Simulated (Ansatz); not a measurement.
## singlet C₂H₆: levels of theory in one basis

| atom | x (Å) | y (Å) | z (Å) |
| --- | --- | --- | --- |
| C | 0.0000 | 0.0000 | 0.7622 |
| C | 0.0000 | 0.0000 | -0.7622 |
| H | 0.0000 | 1.0190 | 1.1572 |
| H | -0.8824 | -0.5095 | 1.1572 |
| H | 0.8824 | -0.5095 | 1.1572 |
| H | 0.0000 | -1.0190 | -1.1572 |
| H | -0.8824 | 0.5095 | -1.1572 |
| H | 0.8824 | 0.5095 | -1.1572 |

Basis set: cc-pVTZ (spherical functions). Frozen core: 2 orbitals. Charge 0, multiplicity 1.

Computed with Ansatz (development build ahead of 0.2.0); each method stands on the lowest determinant of its kind that the runs found.

```tsv
method	E − E(RHF) (eV)	<S²> of the determinant
RHF	0.00	0.00
RHF-MP2	-10.07	–
RHF-CCSD(T)	-11.28	–
```

Problem. What does RHF-CCSD give on the same scale?

Solution. -10.92 eV.
